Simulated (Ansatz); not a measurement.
# C2S4: the cost of one run

Program: Ansatz 0.2.0. Level of theory: the levels named in each step. These are calculated values, not measurements.

### Step 1. The structure to begin with

Bond lengths: S1–C2 1.576 Å, C2–S3 1.573 Å, S4–C5 1.577 Å, C5–S6 1.573 Å. Angles: S1–C2–S3 178.6°, S4–C5–S6 179.2°.

Structure file:

```xyz
6

S    -5.7013    9.8621  -24.8270
C    -4.1758    9.5781  -24.5525
S    -2.6451    9.3025  -24.3146
S     4.1098   -8.7751   25.9194
C     4.1710   -9.5897   24.5709
S     4.2384  -10.3852   23.2154
```

### Step 2. A rough first relaxation, PBE-D4/def2-SVPD

Contents of input.yaml:

```yaml
crystal:
  periodic: [false, false, false]
  atoms:
    - { symbol: S, position_ang: [-5.70129, 9.86214, -24.82705] }
    - { symbol: C, position_ang: [-4.17576, 9.57808, -24.55253] }
    - { symbol: S, position_ang: [-2.64514, 9.30249, -24.31462] }
    - { symbol: S, position_ang: [4.10983, -8.77507, 25.9194] }
    - { symbol: C, position_ang: [4.17103, -9.58973, 24.57094] }
    - { symbol: S, position_ang: [4.23837, -10.3852, 23.21537] }
magnetization:
  spin_polarized: true
  initial_magnetization: 1
total_charge: -1
basis:
  gaussian: { orbitals: def2-SVPD }
hamiltonian:
  xc: pbe
  dispersion: d4
relax:
  f_tol: 0.03
  max_steps: 200
```

The run is started by

```console
$ ansatz run input.yaml --threads 4 --pin off --max-ram 10240MiB --backend cpu --events-out ev --progress --plain --runs-dir out
```

Q: Estimate wall time and peak memory on 4 threads of AMD EPYC 9R45 (Zen 5), shared host.

About 99 s, with a peak of 0.34 GiB.
